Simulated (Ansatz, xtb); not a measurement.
## Redistribution: C2H3N + HOCN → C2H2O + CH2N2

Species: C2H3N `C#CN`, singlet; HOCN (cyanic acid) `N#CO`, singlet; C2H2O (ethynol) `C#CO`, singlet; CH2N2 (cyanamide) `N#CN`, singlet. The partners trade NH2 for OH; both sit on C, so the bond types are kept.

Shapes, held fixed at every level: PBE0-D4/def2-TZVP. Programs: Ansatz 0.2.0, xtb 6.7.1. The zero-point and thermal change to 298 K, harmonic and unscaled (PBE0-D4/def2-TZVP), is +0.1 kJ/mol.

(1) Estimate ΔH(298 K) of this reaction.

## Answers

(1) The highest level, CCSD(T)/CBS estimate, gives ΔH(298 K) = -3.9 kJ/mol; the levels span -6.3 to +1.9. That is about zero within the method's error. They disagree on the sign: 1 of 9 are positive. The column of differences is taken from that level and isn't an error. No measured value is set beside it here. The CBS estimate extrapolates MP2 from def2-TZVPP and def2-QZVPP and adds CCSD(T) − MP2 in the triple-zeta set, cores frozen. Times are processor times on shared x86 and Arm servers, and rough.

| level | kind | ΔH(298 K) (kJ/mol) | less CCSD(T)/CBS estimate | CPU time (sum over the molecules) |
| --- | --- | --- | --- | --- |
| GFN2-xTB | semi-empirical | +1.9 | +5.8 | 0.21 s |
| HF/def2-TZVPP | Hartree–Fock | -6.3 | -2.4 | – |
| PBE0-D4/def2-TZVPP | global hybrid | -4.2 | -0.3 | 12 s |
| wB97X-V/def2-TZVPP | range-separated hybrid | -5.4 | -1.5 | 31 s |
| B2PLYP/def2-TZVPP | double hybrid | -4.4 | -0.5 | 17 s |
| MP2/def2-SVP | perturbation theory | -4.4 | -0.5 | – |
| CCSD(T)/def2-SVP | coupled cluster or CI | -4.7 | -0.8 | 6.7 s |
| CCSD(T)/def2-TZVPP | coupled cluster or CI | -4.1 | -0.2 | 41 s |
| CCSD(T)/CBS estimate | coupled cluster or CI | -3.9 | 0.0 | 11 min |
